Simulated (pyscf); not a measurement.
Optimised with ωB97X-D3(BJ)/def2-SVP in PySCF.

**Question.** For the elementary gas-phase step H₂N–Si•(NH₂)–F + H₂ → H₂N–SiH(NH₂)–F + H• (doublet surface; H–H broken, H–Si formed), what barrier and reaction energy does ωB97M-D3(BJ)/def2-TZVP give, measured from the separated reactants?

**Answer.** ΔE‡ = 48.7 kJ/mol, ΔE = +23.5 kJ/mol. Zero-point energy shifts the barrier by -4.5 kJ/mol. It is a hydrogen abstraction, with an imaginary mode of 1077i cm⁻¹. This is the saddle that the search found; another between the same sides may lie lower. The angle at the transferred H is 174°.
